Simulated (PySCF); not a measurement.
One molecule, one basis, several functionals.

Sulfuryl chloride, Cl2O2S.
SMILES: `O=S(=O)(Cl)Cl`

PySCF, def2-SVPD basis, density fitting, gas phase, PBE0-D3(BJ)/def2-SVP geometry; singlet excitations by full TDDFT with frozen cores, triplets by Tamm–Dancoff TDDFT and ionisation energies by ΔSCF, from the lowest of the holes tried. One functional is left out:

```
functional  exact exchange (%)  HOMO energy (eV)  LUMO energy (eV)  lowest singlet excitation (eV)  lowest triplet excitation (eV)  dipole moment (D)  mean polarisability (au)  vertical ionisation energy (eV)
       LDA                   0             -8.66             -4.77                            4.09                            3.75              1.487                      60.6                            11.90
       PBE                   0             -8.49             -4.54                            4.13                            3.75              1.404                      60.6                            11.79
     B3LYP                  20             -9.78             -3.96                            4.55                            4.05              1.665                      59.1                            12.13
 BHandHLYP                  50            -11.51             -2.73                            5.12                            4.47              1.934                      56.8                            12.60
```

Q: Predict the row of PBE0 (25 % exact exchange) by straight lines through the other rows, and check it.

A: 
```csv
property,line,computed,computed − line,"B3LYP (20 %), for comparison"
HOMO energy (eV),-10.05,-10.08,-0.03,-9.78
LUMO energy (eV),-3.71,-3.69,+0.02,-3.96
lowest singlet excitation (eV),4.62,4.75,+0.13,4.55
lowest triplet excitation (eV),4.11,4.19,+0.08,4.05
dipole moment (D),1.696,1.632,-0.064,1.665
mean polarisability (au),58.7,58.2,-0.5,59.1
vertical ionisation energy (eV),12.22,12.24,+0.02,12.13
```
